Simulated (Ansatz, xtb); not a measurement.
Species: ethene, C₂H₄, charge 0, multiplicity 1. 
Coordinates optimised at B3LYP-D3(BJ)/def2-TZVP (Ansatz, a first-principles code):
```
C
C 1 1.3246
H 1 1.0833 2 121.73
H 2 1.0833 1 121.73 3 180.00
H 1 1.0833 3 116.54 2 -180.00
H 2 1.0833 4 116.54 1 180.00
```
Charge 0, spin multiplicity 1.

Harmonic wavenumbers from GFN2-xTB (xtb, at its own minimum), cm⁻¹: 841, 872, 1021, 1035, 1183, 1394, 1420, 1705, 3097, 3098, 3105, 3129.

Task: Give the harmonic wavenumbers at B3LYP-D3(BJ)/def2-TZVP (Ansatz, finite differences of forces, unscaled).

Result: 838, 978, 983, 1063, 1246, 1383, 1479, 1692, 3131, 3144, 3200, 3228 cm⁻¹. Zero-point energy 32.0 kcal/mol.

Task: From these and the geometry, give the ideal-gas thermochemistry at 298.15 K and 1 atm (rigid rotor, harmonic oscillator).

Result: Point group D2h, rotational symmetry number 4. Rotational constants 147.6, 30.34, 25.17 GHz. S(trans) 35.93, S(rot) 15.84, S(vib) 0.52, S(elec, spin only) 0.00, S 52.3 cal/(mol K). H(298) - H(0) 2.50 kcal/mol; G - E(el) 18.9 kcal/mol. Tabulated S at 1 bar: 52.4 cal/(mol K) (CRC Handbook, as tabulated in the package chemicals); it can hold hindered rotation or other conformers, which this model lacks.
